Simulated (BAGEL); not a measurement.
# CH2N (SMILES C=[N]) at UHF/6-31G(d) (density fitting with qzvpp-jkfit, spherical functions)

What is the vertical ionisation energy of CH2N at UHF/6-31G* (density fitting with qzvpp-jkfit, spherical functions)? 

Program for the calculation: BAGEL 1.2.2.

2 further runs of the same task are left out: 1 that didn't finish, 1 set aside as unsound or not needed. Runs told in other sessions of the task aren't counted.

**1. The system as given**

The species is CH2N (4 atoms), meant as a doublet with charge 0. As SMILES, `C=[N]`. Geometry: relaxed at GFN2-xTB.

Bond lengths: C1–N2 1.214 Å, C1–H3 1.097 Å, C1–H4 1.097 Å. Angles: N2–C1–H3 123.9°, N2–C1–H4 123.9°, H3–C1–H4 112.2°.

**2. A single-point energy at UHF/6-31G(d) (density fitting with qzvpp-jkfit, spherical functions)**

Contents of hf.json:

```json
{ "bagel" : [

{
  "title" : "molecule",
  "basis" : "6-31gs.json",
  "df_basis" : "qzvpp-jkfit",
  "angstrom" : true,
  "geometry" : [
    { "atom" : "C", "xyz" : [    0.002710,    0.001910,   -0.000060 ] },
    { "atom" : "N", "xyz" : [    0.728320,    0.589110,    0.775720 ] },
    { "atom" : "H", "xyz" : [   -0.865040,    0.458820,   -0.492030 ] },
    { "atom" : "H", "xyz" : [    0.134020,   -1.049840,   -0.283630 ] }
  ]
},
{ "title" : "uhf", "nopen" : 1 },
{ "title" : "print", "file" : "orbitals.molden", "orbitals" : true }

]}
```

The basis set 6-31G* is read from a file made from the Basis Set Exchange's data (not shown).

Started as:

```sh
$ BAGEL_NUM_THREADS=1 BAGEL hf.json > hf.out
```

Log:

```text
* using 1 threads per process

  ===============================================================
  ===============================================================

  *** Geometry ***

  { "atom" : "C", "xyz" : [      0.005121,      0.003609,     -0.000113 ] },
  { "atom" : "N", "xyz" : [      1.376325,      1.113257,      1.465898 ] },
  { "atom" : "H", "xyz" : [     -1.634689,      0.867044,     -0.929802 ] },
  { "atom" : "H", "xyz" : [      0.253261,     -1.983910,     -0.535983 ] },

  Number of auxiliary basis functions:      188

  Since a DF basis is specified, we compute 2- and 3-index integrals:
    o Being stored without compression. Storage requirement is 0.002 GB

  Number of basis functions:       32
  Number of electrons      :       15

    * METHOD: MOLECULE                             0.03

  *** Open-shell HF ***

  === Nuclear Repulsion ===
    28.0211444629

      * DIIS with orbital gradients will be used.

  === UHF iteration (6-31gs.json) ===
      0        -93.27534243          0.07616731           0.00
      1        -93.36563714          0.05046734           0.00
      2        -93.39944916          0.03476844           0.00
      3        -93.42331348          0.00430747           0.00
      4        -93.42534031          0.00136473           0.00
      5        -93.42589587          0.00036178           0.00
      6        -93.42634913          0.00008406           0.00
      7        -93.42666951          0.00006808           0.00
      8        -93.42692563          0.00007152           0.00
      9        -93.42668970          0.00007484           0.00
     10        -93.42783940          0.00012559           0.00
     11        -93.42745772          0.00010048           0.00
     12        -93.42781795          0.00008179           0.00
     13        -93.42818739          0.00013197           0.00
     14        -93.42774245          0.00007098           0.00
     15        -93.42817016          0.00001448           0.00
     16        -93.42818281          0.00001769           0.00
     17        -93.42818766          0.00001153           0.00
     18        -93.42818680          0.00001016           0.00
     19        -93.42818842          0.00000092           0.00
     20        -93.42818845          0.00000119           0.00
     21        -93.42818842          0.00000122           0.00
     22        -93.42818843          0.00000112           0.00
     23        -93.42818848          0.00000047           0.00
     24        -93.42818848          0.00000021           0.00
     25        -93.42818849          0.00000003           0.00
     26        -93.42818849          0.00000000           0.00
    * SCF iteration converged.

    * S^2 (UHF) is 0.8951

    * Permanent dipole moment:
           (    0.579366,     0.468357,     0.616120) a.u.

    * METHOD: UHF                                  0.13

    * METHOD: PRINT                                0.00

  ===============================================================
```

Run time: 0.28 s. Hardware: 1 thread of Arm Neoverse V1, shared host.

**3. The singlet cation**

Contents of input.json:

```json
{ "bagel": [

{
  "title": "molecule",
  "basis": "6-31gs.json",
  "df_basis": "qzvpp-jkfit",
  "angstrom": true,
  "geometry": [
    { "atom": "C", "xyz": [    0.002710,    0.001910,   -0.000060 ] },
    { "atom": "N", "xyz": [    0.728320,    0.589110,    0.775720 ] },
    { "atom": "H", "xyz": [   -0.865040,    0.458820,   -0.492030 ] },
    { "atom": "H", "xyz": [    0.134020,   -1.049840,   -0.283630 ] }
  ]
},
{
  "title": "hf",
  "charge": 1
},
{
  "title": "print",
  "file": "orbitals.molden",
  "orbitals": true
}

]}
```

The basis set 6-31G* is read from a file made from the Basis Set Exchange's data (not shown).

Started as:

```sh
$ BAGEL_NUM_THREADS=1 BAGEL input.json > input.out
```

Log:

```text
* using 1 threads per process

  ===============================================================
  ===============================================================

  *** Geometry ***

  { "atom" : "C", "xyz" : [      0.005121,      0.003609,     -0.000113 ] },
  { "atom" : "N", "xyz" : [      1.376325,      1.113257,      1.465898 ] },
  { "atom" : "H", "xyz" : [     -1.634689,      0.867044,     -0.929802 ] },
  { "atom" : "H", "xyz" : [      0.253261,     -1.983910,     -0.535983 ] },

  Number of auxiliary basis functions:      188

  Since a DF basis is specified, we compute 2- and 3-index integrals:
    o Being stored without compression. Storage requirement is 0.002 GB

  Number of basis functions:       32
  Number of electrons      :       15

    * METHOD: MOLECULE                             0.03

  *** RHF ***

  === Nuclear Repulsion ===
    28.0211444629

      * DIIS with orbital gradients will be used.

  === RHF iteration (6-31gs.json) ===
      0        -92.95732684          0.03327092           0.00
      1        -93.01440284          0.02107118           0.00
      2        -93.04529422          0.00653671           0.00
      3        -93.05105632          0.00209339           0.00
      4        -93.05205325          0.00049938           0.00
      5        -93.05210690          0.00011567           0.00
      6        -93.05211016          0.00002517           0.00
      7        -93.05211025          0.00000613           0.00
      8        -93.05211025          0.00000232           0.00
      9        -93.05211025          0.00000061           0.00
     10        -93.05211025          0.00000014           0.00
     11        -93.05211025          0.00000005           0.00
     12        -93.05211025          0.00000002           0.00
     13        -93.05211025          0.00000000           0.00
    * SCF iteration converged.

    * Permanent dipole moment:
           (    0.685521,     0.554281,     0.728685) a.u.

    * METHOD: HF                                   0.06

    * METHOD: PRINT                                0.00

  ===============================================================
```

It took 0.22 s on 1 thread of Arm Neoverse V1, shared host.

**4. Summary of results**

Level: UHF/6-31G* (density fitting with qzvpp-jkfit, spherical functions).

| quantity | value |
| --- | --- |
| doublet CH2N: total energy | -93.42819 Eh |
| doublet CH2N: dipole moment | 2.46 D |
| doublet CH2N: ⟨S²⟩ | 0.895 |
| singlet cation: total energy | -93.05211 Eh |
| singlet cation: HOMO energy | -23.29 eV |
| singlet cation: LUMO energy | -8.21 eV |
| singlet cation: HOMO–LUMO gap | 15.08 eV |
| vertical ionisation energy (to the singlet cation) | 10.234 eV |

**Reading.** The vertical ionisation energy comes to 10.23 eV (987 kJ/mol). ⟨S²⟩ (doublet CH2N) is 0.90 where a pure doublet has 0.75: the reference is spin-contaminated.
